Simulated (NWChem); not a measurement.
hydrogen peroxide (H$_{2}$O$_{2}$); SMILES OO

```xyz
4

O      0.0456    -0.7264    -0.1259
O     -0.0456     0.7264    -0.1259
H     -0.7618    -0.9416     0.3740
H      0.7618     0.9416     0.3740
```
Atoms are numbered in this order, from 1.

All runs: NWChem. Coordinates come from a B3LYP/6-31G* (spherical d) optimisation. Atomic charges in e: unrestrained fits to the electrostatic potential beside Mulliken populations; the two definitions need not agree.

Task: Estimate the computed values for B3LYP/def2-SVP. Quantities: ESP O1; Mulliken O1; ESP O2; Mulliken O2; relative RMS misfit of the potential (%).

Result: 
```yaml
ESP O1: -0.39
Mulliken O1: -0.19
ESP O2: -0.38
Mulliken O2: -0.19
relative RMS misfit of the potential (%): 20
```
